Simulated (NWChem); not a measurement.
# Correlation energy of Li2

SMILES: [Li][Li]
```xyz
2

Li     0.0000     0.0000     1.3936
Li     0.0000     0.0000    -1.3936
```
Charge 0, spin multiplicity 1.

The numbers come from NWChem runs, not from measurements. The geometry was optimised at PBE0/def2-SVP, a minimum by its harmonic frequencies.

Basis set: cc-pVQZ. Each correlation energy counts from its own Hartree-Fock reference.

The correlated methods freeze no orbitals. The structure started from a generated list of species. Coupled-cluster values serve here as a point of comparison, not as the truth.

**Question.** One of these methods gave a correlation energy of -54.0 mHa. Which?
(A) SCS-MP2
(B) CR-CCSD[T]
(C) MP2

**Answer.** C, MP2. The others give -64.0 (SCS-MP2), -68.5 (CR-CCSD[T]).
